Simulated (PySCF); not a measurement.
## Working out the ionisation energy of Ne

Ne [Ne] (1S) → Ne⁺ [He] 2s2 2p5 (2P). Calculation: PySCF 2.14, in aug-cc-pCVTZ-DK with one added diffuse shell each of s, p, d, f type (8s7p5d3f, 75 functions); scalar relativity by spin-free X2C-1e. Frozen: nothing. Energies in hartree (1 hartree = 27.21139 eV):

| part | Ne (lower) | Ne⁺ (upper) |
| --- | --- | --- |
| UHF | -128.670291 | -127.947619 |
| CCSD correlation | -0.340159 | -0.276867 |
| (T) | -0.005903 | -0.003193 |

Q: What does Hartree-Fock give?

A: (-127.947619) − (-128.670291) = 0.722672 hartree = 19.665 eV.

Q: What do CCSD and CCSD(T) give?

A: The CCSD correlation energies differ by 0.063292 hartree = 1.722 eV and the triples by 0.002710 hartree = 0.074 eV, so CCSD gives 21.387 eV and CCSD(T) 21.461 eV.

Measured between the centres of the two terms (NIST): 21.597 eV, so CCSD(T) (valence and next inner shell) is off by -0.136 eV.

What remains against the reference includes basis incompleteness and higher excitations.
